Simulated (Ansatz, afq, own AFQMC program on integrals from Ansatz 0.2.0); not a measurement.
# As⁻, quintet: AFQMC among the cluster methods

A free As anion.

Basis aug-cc-pVDZ. Only valence electrons are correlated. AFQMC by an in-house program on the Cholesky factors that Ansatz 0.2.0 writes for its CCSD(T) run. ph-AFQMC/CISD is guided by a CISD state made of CCSD amplitudes; releasing the constraint for a short imaginary time cuts its bias at the price of noise, slowly where states lie close. Uncertainties: one standard error, sampling alone. No spin–orbit coupling.

Determinant: UHF, the one that the program's search chose, which needn't be the lowest solution.

Full CI on the same integrals is exact in this basis and with this determinant's frozen core.

Cautions: no relativity below Rb; no spin-orbit coupling; inner d shell frozen; another spin lies lower (by 2.23 eV); at this level and basis the anion state lies above a neutral one.

* T1 diagnostic: 0.0062
* weight of the determinant in the CISD state: 0.934
* ⟨S²⟩ of the determinant: 6.001
* size of the correlated space: 6 electrons in 22 orbitals

Reference: full CI, correlation energy -2.373 eV. The released energy is read at 2.40 1/Eh (meV from the phaseless value at times in 1/Eh: 2 ± 3 at 0.24, 2 ± 3 at 0.51, -1.5 ± 2.3 at 0.99, -6 ± 3 at 1.62, -6 ± 4 at 2.40).

```csv
level,E − E(reference) (kJ/mol),share of correlation (%)
HF,229.0,0.00
MP2,47.3,79.33
CCSD,6.8,97.03
CCSD(T),1.6,99.30
CCSDT,0.5,99.79
CCSDT(Q),0.1,99.95
ph-AFQMC/CISD,0.4 ± 0.3,99.81
released AFQMC,-0.2 ± 0.4,100.07
```

CCSDT and higher add their correlation energy to the determinant of the CCSD(T) run, since their own runs factorise the integrals more tightly (a shift of under 2 meV). A walk keeps the symmetry of its determinant, which the program's search chose and which needn't be the lowest solution, so a lower state of the same spin and another symmetry isn't excluded. Released energies are given only where the last usable release times agree within the noise; a slower fall can still hide under it.
